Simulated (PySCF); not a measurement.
How the method changes the constants of LiAl

State: ¹Σ⁺ (singlet), closed shell. Set-up: PySCF, no relativity, basis sets Li def2-SVP, Al def2-SVP. De refers to Li + Al in their high-spin ground configurations, without counterpoise correction. A positive dipole means Li(−)Al(+).

```json
{"Level": "RHF-MP2", "Re (Å)": "2.942", "ωe (cm⁻¹)": "292", "De (eV)": "0.56", "μ (D)": "n/a"}
{"Level": "RHF-SCS-MP2", "Re (Å)": "2.946", "ωe (cm⁻¹)": "288", "De (eV)": "0.60", "μ (D)": "n/a"}
{"Level": "RHF-CCSD", "Re (Å)": "2.929", "ωe (cm⁻¹)": "278", "De (eV)": "0.76", "μ (D)": "n/a"}
{"Level": "RHF-CCSD(T)", "Re (Å)": "2.931", "ωe (cm⁻¹)": "274", "De (eV)": "0.80", "μ (D)": "n/a"}
{"Level": "PBE", "Re (Å)": "2.948", "ωe (cm⁻¹)": "283", "De (eV)": "0.97", "μ (D)": "-2.52"}
{"Level": "PBEsol", "Re (Å)": "2.953", "ωe (cm⁻¹)": "282", "De (eV)": "1.02", "μ (D)": "-2.63"}
{"Level": "TPSS", "Re (Å)": "2.951", "ωe (cm⁻¹)": "287", "De (eV)": "1.00", "μ (D)": "-3.04"}
{"Level": "r²SCAN", "Re (Å)": "2.963", "ωe (cm⁻¹)": "284", "De (eV)": "0.81", "μ (D)": "-3.19"}
{"Level": "PBE0", "Re (Å)": "2.933", "ωe (cm⁻¹)": "294", "De (eV)": "0.87", "μ (D)": "-3.16"}
{"Level": "r²SCAN0", "Re (Å)": "2.941", "ωe (cm⁻¹)": "295", "De (eV)": "0.77", "μ (D)": "-3.51"}
```

The bond length runs from 2.929 Å (RHF-CCSD) to 2.963 Å (r²SCAN). De spans 0.56 eV (RHF-MP2, perturbation theory) to 1.02 eV (PBEsol, GGA).

Correlated steps freeze 5 core orbitals. Closed-shell solutions of metal pairs were not tested for spin polarisation, which can lower them a little. Correlated levels converge slowly with the basis: in double zeta they bind strong bonds too weakly, by up to about 1 eV, and carry superposition errors of some tenths. Where the molecule has an RHF reference, its open-shell atoms are computed with UHF. The CCSD T1 diagnostic is raised, a sign that a single reference may not be enough here.

The whole job (state search and all levels along the bond) took about 0.69 min on 1 thread of Arm Neoverse V1 (shared host), peak memory 0.36 GiB.
